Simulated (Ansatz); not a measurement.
# FH3N: the cost of one run

Method: the levels named in each step, in Ansatz 0.2.0.

**1. Starting point**

Bond lengths: F1–H3 0.933 Å, N2–H4 1.012 Å, N2–H5 1.012 Å. Angles: H4–N2–H5 110.6°.

As a file:

```xyz
5

F     1.0232   -0.8699    0.4879
N    -1.3152    1.1435   -0.6305
H     1.7611   -0.6532    1.0155
H    -0.6546    0.4264   -0.3581
H    -2.1167    0.7326   -1.0926
```

**2. A rough first relaxation, PBE-D4/def2-SVPD**

Input file input.yaml:

```yaml
crystal:
  periodic: [false, false, false]
  atoms:
    - { symbol: F, position_ang: [1.02324, -0.86991, 0.48791] }
    - { symbol: "N", position_ang: [-1.3152, 1.14352, -0.63047] }
    - { symbol: H, position_ang: [1.76108, -0.65315, 1.01551] }
    - { symbol: H, position_ang: [-0.65463, 0.4264, -0.35814] }
    - { symbol: H, position_ang: [-2.11666, 0.73264, -1.09264] }
magnetization:
  spin_polarized: true
  initial_magnetization: 1
basis:
  gaussian: { orbitals: def2-SVPD }
hamiltonian:
  xc: pbe
  dispersion: d4
relax:
  f_tol: 0.03
  max_steps: 200
```

Started as:

```
ansatz run input.yaml --threads 4 --pin off --max-ram 10240MiB --backend cpu --events-out ev --progress --plain --runs-dir out
```

Q: Estimate wall time and peak memory on 4 threads of AMD EPYC 7R43 (Zen 3), shared host.

About 14 s, with a peak of 0.13 GiB.
